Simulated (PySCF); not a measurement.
Homolysis of single bonds, series Al F-NH2. Gas-phase values, no solvent. Strings in code marks are SMILES.

These are CAM-B3LYP-D3(BJ)/def2-TZVP (PySCF) values and carry that method's errors. 

```tsv
species	highest occupied spin orbital (eV)	dipole moment (D)
radical fragment (`[F]`)	-14.14	0.00
radical fragment (`[F][Al][F]`)	-8.29	1.89
whole molecule (`[F][Al]([F])[NH2]`)	–	2.59
radical fragment (`[NH2]`)	-10.18	1.98
radical fragment (`[NH2][Al][F]`)	-7.38	2.26
whole molecule (`[F][Al]([NH2])[NH2]`)	–	2.40
```
